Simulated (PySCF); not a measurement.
Species: C2H2N2.
SMILES with atom numbers: `[H]/[N:4]=[CH:3]\[C:2]#[N:1]`

A calculation gives these core lines: C 1s: 293.15 (area 1), 294.11 (area 1) eV; N 1s: 406.12 (area 1), 406.14 (area 1) eV.

Theory: PySCF, delta-SCF UKS SCAN, pcX-2 on the ionised atom, pcseg-1 elsewhere, spin-free X2C. Geometry: PBE0-D3(BJ)/def2-SVP; no solvent, vibrations or thermal averaging.

Problem. Order the carbon atoms by C 1s binding energy.

Solution. 293.15 eV: C2 (nitrile carbon); 294.11 eV: C3 (imine carbon). The listed C 1s values span 0.96 eV, from C2 (bonded to N (triple bond) and C) to C3 (bonded to N (double bond), C and H). Summing the Pauling electronegativity differences to the bonded atoms, each weighted by its formal bond order, gives +1.47 for the lowest site and +0.63 for the highest; the largest sum, +1.47, belongs to C2, 0.96 eV below the top. The smallest sum, +0.63, belongs to C3, 0.96 eV above the lowest.

Bonded neighbours of each site: N1: C (triple bond); C2: N (triple bond) and C; C3: N (double bond), C and H; N4: C (double bond) and H.

Problem. Which photon energy gives electrons from C 1s of C3 a kinetic energy of 20 eV, and what is their de Broglie wavelength?

Solution. hν = 294.11 + 20 = 314.11 eV, recoil neglected; λ = 12.264 Å/√(E/eV) = 2.74 Å.

Spin contamination (⟨S²⟩ against 0.75 for a pure doublet) is marked for N 1s of N1 (0.85), C 1s of C2 (0.86) and C 1s of C3 (0.89), which makes these values less certain.
